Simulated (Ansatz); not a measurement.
What does this script print? It uses Ansatz's Python interface.

The script, `ch5alsi_scan.py`:
```python
import warnings

import ansatz as az
import numpy as np

GEOMETRY = """
C    -0.51420    0.17400   -0.78950
Al   -0.14930    1.07970    0.91250
Si    0.36380   -1.10250    0.07950
H    -1.55660   -0.02930   -0.95610
H    -0.03030    0.62930   -1.69930
H     0.42710    2.41500    1.61090
H     1.88200   -1.15320   -0.08130
H    -0.33030   -2.07020    0.86740
"""

warnings.simplefilter("ignore", az.DeckWarning)

ch5alsi = az.Crystal.molecule()
for line in GEOMETRY.strip().splitlines():
    symbol, *xyz = line.split()
    ch5alsi = ch5alsi.atom(symbol, [float(v) for v in xyz])

symbols = [site.symbol for site in ch5alsi.cartesian_sites]
start = np.array([site.position_ang for site in ch5alsi.cartesian_sites])
axis = (start[3] - start[0]) / np.linalg.norm(start[3] - start[0])
moving = [3]
lengths, energies = [0.946, 0.989, 1.032, 1.075, 1.118, 1.161, 1.204, 1.269], []
for length in lengths:
    xyz = start.copy()
    xyz[moving] += (length - np.linalg.norm(start[3] - start[0])) * axis
    point = az.Crystal.molecule()
    for symbol, place in zip(symbols, xyz):
        point = point.atom(symbol, place.tolist())
    calculation = (
        point.calculation()
        .basis(gaussian="def2-SVP")
        .functional("b3lyp", dispersion="d4")
    )
    summary = calculation.run(threads=1, pin="off").report
    energies.append(summary["free_energy_ev"])
    print(f"r = {length:6.3f} A  E = {energies[-1]:.5f} eV  <S^2> = {abs(summary['mean_field']['state']['spin_squared']):.3f}")

fit = np.polynomial.Polynomial.fit(lengths, np.array(energies) - min(energies), 4).convert()
roots = [r.real for r in fit.deriv().roots() if abs(r.imag) < 1e-9 and fit.deriv(2)(r.real) > 0]
r_e = min(roots, key=lambda r: abs(r - lengths[int(np.argmin(energies))]))
print(f"minimum of the fit at {r_e:.4f} A, force constant {fit.deriv(2)(r_e):.2f} eV/A^2")
```

Output of `python ch5alsi_scan.py`:
```text
r =  0.946 A  E = -15585.76580 eV  <S^2> = 0.000
r =  0.989 A  E = -15586.05355 eV  <S^2> = 0.000
r =  1.032 A  E = -15586.22609 eV  <S^2> = 0.000
r =  1.075 A  E = -15586.30796 eV  <S^2> = 0.000
r =  1.118 A  E = -15586.31885 eV  <S^2> = 0.000
r =  1.161 A  E = -15586.27463 eV  <S^2> = 0.000
r =  1.204 A  E = -15586.18815 eV  <S^2> = 0.000
r =  1.269 A  E = -15586.00002 eV  <S^2> = 0.000
minimum of the fit at 1.1034 A, force constant 32.32 eV/A^2
```

Notes:
- These settings explore the input space; basis and method may be short of convergence.
- The rest of the molecule is held rigid at a force-field or estimated start geometry, and the basis set is modest; single-reference methods fail as a bond breaks.
- b3lyp holds the VWN-RPA fit, as in Gaussian; the form of ORCA and Turbomole is b3lyp5.
- The orbitals are restricted, so S² is zero by construction.
- Run time: 15 s on 1 thread of Arm Neoverse V2, with other jobs on the host, peak memory 0.21 GiB.
